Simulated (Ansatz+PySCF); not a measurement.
**singlet CH₃O(-): levels of theory in one basis**

| atom | x (Å) | y (Å) | z (Å) |
| --- | --- | --- | --- |
| C | 0.0000 | 0.0000 | -0.5486 |
| O | 0.0000 | 0.0000 | 0.8439 |
| H | 0.0000 | -1.1130 | -1.1531 |
| H | -0.9639 | 0.5565 | -1.1531 |
| H | 0.9639 | 0.5565 | -1.1531 |

Basis set: def2-SVP (spherical functions). Left uncorrelated: 2 orbitals. Charge -1, multiplicity 1.

Computed with Ansatz (development build ahead of 0.2.0); each method stands on the lowest determinant of its kind that the runs found.

```csv
method,E − E(RHF) (eV),<S²> of the determinant
RHF,0.00,0.00
RHF-MP2,-9.53,–
RHF-CCSD,-10.10,–
```

Q: What does RHF-CCSD(T) give on the same scale?

A: -10.39 eV.

Q: Is a single determinant a sound starting point here?

A: By this sign, yes. Unrestricted orbitals gain 0.00 eV and <S²> is 0.00 against 0.00 for a pure state.

Caution: no diffuse functions for an anion.
